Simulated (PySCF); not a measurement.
**Static response to an electric field**

Species: F₂OS.
Geometry (GFN2-xTB, Å), atoms numbered from 1 in this order:
```xyz
4
F2OS angstrom
O      1.393   -0.101   -0.170
S      0.160   -0.010    0.508
F     -0.684    1.255   -0.181
F     -0.859   -1.139   -0.180
```

Level: CAM-B3LYP/def2-SVPD (PySCF), static field, nuclei fixed, core orbitals frozen in the response. The polarisability tensor in these axes (au):

```
x   31.12 -0.23  0.36
y   -0.23 28.12 -0.03
z    0.36 -0.03 22.84
```

Problem. What are the eigenvalues, a third of the trace, and Δα (Δα² = ½Σ(αi − αj)² over the three pairs)?

Solution. Principal values 22.82, 28.10 and 31.16 au; mean 27.36 au = 4.05 Å³ = 4.51 × 10⁻⁴⁰ C²·m²/J; Δα = 7.31 au (27 % of the mean).

Problem. What is the dipole moment, and where does it point?

Solution. (0.08, -0.01, 1.94) D, 1.94 D in size, pointing from the negative to the positive side. Measured along this direction, the outermost atoms are F3, F4 and O1 at the negative end and S2 at the positive end.

Problem. In a dilute gas of rigid molecules at 500 K, how does the orientational term μ²/3kT compare with the electronic polarisability?

Solution. In Gaussian units μ²/3kT = 18.25 Å³ against 4.05 Å³, a ratio of 4.50; the Debye molar polarisation (4π/3)N_A(α + μ²/3kT) is 56.3 cm³/mol, leaving out the vibrational part.

Problem. Find the Langevin capture rate constant for NO+ (29.998 u) meeting this molecule (85.964 u), k = 2.342 × 10⁻⁹ cm³/s × √(α in Å³ / reduced mass in u).

Solution. The reduced mass is 22.24 u, so k = 1.00 × 10⁻⁹ cm³/s. The formula leaves out the permanent dipole, which adds to the capture rate.

Problem. What would n − 1 = 2πNα be for an ideal gas of these molecules at 500 K and 1 atm, electronic part alone?

Solution. N = p/kT = 1.4678 × 10¹⁹ cm⁻³, so n − 1 = 2π × N × 4.05 × 10⁻²⁴ cm³ = 374 × 10⁻⁶ at long wavelengths, for an ideal gas.

Problem. What are the principal values of the traceless quadrupole moment, Θ = ½Σq(3rr − r²1), about the centre of nuclear charge?

Solution. -2.79, -0.39, 3.18 D·Å. The values depend on the origin, since the dipole doesn't vanish. The electronic extent ⟨r²⟩ about the same centre is 269 bohr², a root-mean-square distance of 1.34 Å for the 42 electrons.

Isolated species at its GFN2-xTB geometry, gas phase.
